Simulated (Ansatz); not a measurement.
## Loss of C2H6: C3H8N → CH2N + C2H6

Species: C3H8N `CC[N]C`, doublet; CH2N `C=[N]`, doublet; C2H6 (ethane) `CC`, singlet. 

Shapes, held fixed at every level: PBE0-D4/def2-TZVP. Flexible molecules stand in one conformer, not always the lowest. Programs: Ansatz 0.2.0. The zero-point and thermal change to 298 K, harmonic and unscaled (PBE0-D4/def2-TZVP), is -11.4 kJ/mol.

```
                level                    kind  ΔH(298 K) (kJ/mol)
          HF/def2-SVP            Hartree–Fock                +3.8
     SPW92/def2-TZVPP                     LDA               +84.7
    PBE-D4/def2-TZVPP                     GGA               +39.1
  B3LYP-D4/def2-TZVPP           global hybrid               +24.3
r2SCAN0-D4/def2-TZVPP           global hybrid               +45.2
   wB97M-V/def2-TZVPP  range-separated hybrid               +30.9
    B2PLYP/def2-TZVPP           double hybrid               +18.6
```

B2PLYP/def2-TZVPP gives ΔH(298 K) = +18.6 kJ/mol; the levels span +3.8 to +84.7. The median of the levels is +30.9. No measured value is set beside it here. Spin contamination: CH2N (⟨S²⟩ up to 0.93). Open shells run unrestricted unless RO is named.
